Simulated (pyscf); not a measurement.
Single points on ωB97X-D3(BJ)/def2-SVP structures (PySCF, gas phase).

### Question
For the elementary gas-phase step HO–Ti(OH)(OH)–OH + hydrogen chloride (HCl) -> HO–Ti(OH)(OH)–Cl + water (H₂O) (singlet surface; O–Ti, Cl–H broken, Cl–Ti, H–O formed), what barrier and reaction energy does ωB97M-D3(BJ)/def2-TZVP give, measured from the separated reactants?

### Answer
ΔE‡ = 0.03 eV, ΔE = -0.36 eV. Zero-point energy shifts the barrier by +0.03 eV. It is a four-centre exchange, with an imaginary mode of 589i cm⁻¹. On the reactant side the descent ends in a complex, 0.35 eV under the separated species and 0.27 eV under the saddle at ωB97X-D3(BJ)/def2-TZVP. On the product side the descent ends in an adduct with a O–Ti contact (not fully relaxed), 0.52 eV under the separated species and 0.91 eV under the saddle at ωB97X-D3(BJ)/def2-TZVP. What is counted as broken (O–Ti) persists as a longer contact in the product adduct; parting that adduct is a step of its own. At ωB97X-D3(BJ) the barrier from the zero used here is -0.07 eV. One saddle was located; it need not be the lowest between these sides.
